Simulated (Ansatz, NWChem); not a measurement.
## The same job for Ansatz

This NWChem 7.3.0 job computes doublet SiS+:

run.py:
```python
from ase import Atoms
from ase.calculators.nwchem import NWChem

mol = Atoms('SiS', positions=[
    [0.000000, 0.000000, 0.000000],
    [0.000000, 0.000000, 1.929321],
])

calc = NWChem(
    label='ssi',
    theory='tce',
    memory='2200 mb',
    basis='cc-pVTZ',
    basispar='spherical bse',
    charge=1,
    scf={'nopen': '1', 'uhf': None, 'thresh': '1e-08', 'maxiter': '80'},
    tce={'scf': None, 'ccsd': None, 'freeze': 'core 10', 'maxiter': '60'},
    task='energy',
)
mol.calc = calc

print("Total energy (eV):", round(mol.get_potential_energy(), 6))
```

```bash
$ export ASE_NWCHEM_COMMAND="nwchem PREFIX.nwi > PREFIX.nwo"
$ python run.py
```

The bond length is the one measured for the parent species.

It gives a total energy of -686.405746 Eh.

Write the same calculation for Ansatz 0.2.0 as an input file of the program's own.

For example:

job.yaml:
```yaml
basis:
  gaussian: {orbitals: cc-pVTZ}
crystal:
  periodic: [false, false, false]
  atoms:
    - {symbol: Si, position_ang: [0.000000, 0.000000, 0.000000]}
    - {symbol: S, position_ang: [0.000000, 0.000000, 1.929321]}
correlation: {method: ccsd, frozen_orbitals: {S: 5, Si: 5}}
scf: {omitted_lower_state_checks: [cluster_reference, increment]}
total_charge: 1
magnetization: {spin_polarized: true, initial_magnetization: 1}
accuracy: high
```

```bash
$ ansatz run job.yaml --threads 1 --pin off --max-ram 3480MiB --events-out events.jsonl --progress --plain --runs-dir runs
```

Its energy is -686.405321 Eh, 0.425 mEh from the first.
